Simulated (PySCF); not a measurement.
Compound: cyclohexene, C6H10.
Atom-mapped SMILES: `[CH:1]1=[CH:2][CH2:3][CH2:4][CH2:5][CH2:6]1`

Definitions: NICS(0) = −σiso at the ring centroid; NICS(1) = −σiso and NICS(1)zz = −σzz at ±1 Å along the ring normal z. Level: GIAO PBE0/pcSseg-1 (PySCF, non-relativistic, gas phase) on the GFN2-xTB geometry, one conformer.

Ring bond lengths (Å), with Mayer bond orders in brackets: C1–C2 1.322 (1.93), C2–C3 1.498 (1.03), C3–C4 1.527 (1.04), C4–C5 1.525 (1.03), C5–C6 1.527 (1.04), C6–C1 1.498 (1.03).

What do the NICS probes read (ppm)?

```
             ring                                                    type  NICS(0)  NICS(1), two faces  NICS(1)zz, two faces  rms pucker (Å)  centre to ring atoms, mean (Å)
C1–C2–C3–C4–C5–C6  6-membered carbocycle; formal bonds 1 double, 5 single     -0.2         -1.7 / -1.7             2.5 / 2.5            0.21                            1.45
```

What do they say, and how far can they be read as aromaticity?

- C1–C2–C3–C4–C5–C6: mean NICS(1)zz 2.5 ppm, near zero. C3, C4, C5, C6 have four or more neighbours, and the NICS criterion for π rings isn't applied.

What is the mean of the two in-plane components of NICS at the first NICS(1) probe listed for ring C1–C2–C3–C4–C5–C6, 1 Å off the ring?

The isotropic value is a third of the trace: (3 × -1.7 − (2.5))/2 = -3.8 ppm.

How shielded are the nuclei of the rings and their hydrogens (means over atoms taken as equivalent)?

| atoms | environment | σ isotropic (ppm) |
| --- | --- | --- |
| C1 (×2) | alkene CH carbon | 51.9 |
| C3 (×2) | allylic carbon | 157.2 |
| C4 (×2) | ring CH2 carbon | 160.6 |
| H on C1 (×2) | vinylic hydrogen | 25.69 |
| H on C3 (×4) | methylene hydrogen | 29.58 |
| H on C4 (×4) | methylene hydrogen | 30.10 |
